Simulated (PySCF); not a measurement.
CH6BN.
Bonds: B1–N2, N2–C3. Hydrogens: H4, H5 on B1; H6 on N2; H7, H8, H9 on C3.

Computed with EOM-IP-CCSD/aug-cc-pVDZ in PySCF, restricted Hartree–Fock reference, frozen core, non-relativistic, gas phase, PBE0-D3(BJ)/def2-SVP geometry.

Hartree–Fock orbital energies give these Koopmans values (eV): HOMO 10.94, HOMO-1 12.42, HOMO-2 14.18, HOMO-3 15.23, HOMO-4 16.19, HOMO-5 17.42, HOMO-6 19.76.

Question: What vertical ionisation energies does EOM-IP-CCSD give?

Answer: 
```
leading hole (HF orbital)  Koopmans (eV)  EOM-IP-CCSD (eV)  change (eV)  one-hole share
                     HOMO          10.94             10.14        -0.80            0.95
                   HOMO-1          12.42             11.77        -0.65            0.96
                   HOMO-2          14.18             13.27        -0.91            0.96
                   HOMO-3          15.23             14.29        -0.94            0.95
                   HOMO-4          16.19             15.17        -1.02            0.95
                   HOMO-5          17.42             16.15        -1.27            0.94
                   HOMO-6          19.76             18.09        -1.67            0.92
```

Question: Does the order of the lines follow the orbital energies?

Answer: Yes, no two lines change places. The corrections run from -1.67 to -0.65 eV, with a mean of -1.04 eV over the 7 lines; no line lies above its Koopmans value.

Question: At what kinetic energies would He I light (21.22 eV) eject these electrons?

Answer: 11.08 eV (HOMO), 9.45 eV (HOMO-1), 7.95 eV (HOMO-2), 6.93 eV (HOMO-3), 6.05 eV (HOMO-4), 5.07 eV (HOMO-5), 3.13 eV (HOMO-6).

Question: What total energy has the lowest final state, and which wavelength reaches it?

Answer: E(CCSD) + ionisation energy = -120.99697 + 0.37271 = -120.62426 Eh, at the geometry of the initial state. The threshold wavelength is 1239.84 eV nm/10.14 eV = 122.3 nm.

One root was sought for each valence orbital with −ε under 21 eV, eight at most, so deeper holes and satellites are missing; no vibrational structure.
